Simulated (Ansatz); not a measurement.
Input for Ansatz (development build ahead of 0.2.0):

```yaml
crystal:
  periodic: [false, false, false]
  atoms:
    - { symbol: C, position_ang: [4.0e-05, -5.0e-05, 7.0e-05] }
    - { symbol: C, position_ang: [5.0e-05, -4.0e-05, 1.45493] }
    - { symbol: C, position_ang: [7.0e-05, 1.11087, -0.74938] }
    - { symbol: C, position_ang: [-6.0e-05, -1.11088, 2.20439] }
    - { symbol: H, position_ang: [3.0e-05, -0.96251, -0.51172] }
    - { symbol: H, position_ang: [-6.0e-05, 0.96241, 1.96681] }
    - { symbol: H, position_ang: [-6.0e-05, 1.05385, -1.8379] }
    - { symbol: H, position_ang: [-4.0e-05, 2.09872, -0.2886] }
    - { symbol: H, position_ang: [-8.0e-05, -1.05385, 3.29277] }
    - { symbol: H, position_ang: [5.0e-05, -2.09871, 1.74364] }
basis:
  gaussian: { orbitals: cc-pVDZ }
hamiltonian:
  xc: hf
correlation:
  method: mp2
  frozen_orbitals: { C: 1, H: 0 }
```

The input is written out in the form of the current development build from the run's settings.

Results

```json
{
 "Converged": "yes",
 "Reference energy": "-154.93406 hartree",
 "Correlation energy": "-0.53485 hartree",
 "Total energy": "-155.46891 hartree",
 "Spin squared of the determinant": "0.000"
}
```
